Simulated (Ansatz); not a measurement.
Relaxation of BF₂H (4 atoms, charge 0, multiplicity 1), to a largest force component of 0.02 eV/Å in at most 40 steps.

Level of theory: RKS r2SCANh-D4/def2-SVP (Ansatz).

```xyz
4
Properties=species:S:1:pos:R:3
B 0.000 0.000 0.000
F 0.000 0.000 1.320
F 1.143 0.000 -0.660
H -1.030 0.000 -0.595
```

Q: Where does it end, and by what steps?

A: The forces met the threshold. After 2 steps the energy has fallen by 0.010 eV; F3 moved furthest, 0.02 Å.

| step | energy less start (eV) | largest force component (eV/Å) | accepted |
| --- | --- | --- | --- |
| 0 | 0.0000 | 0.413 | yes |
| 1 | -0.0081 | 0.175 | yes |
| 2 | -0.0098 | 0.020 | yes |

```xyz
4
Properties=species:S:1:pos:R:3
B -0.005 0.000 -0.003
F 0.018 0.000 1.309
F 1.143 0.000 -0.639
H -1.043 0.000 -0.602
```

Time of the run: 5.6 s on 1 thread of Arm Neoverse V1 (shared host), peak memory 0.11 GiB.
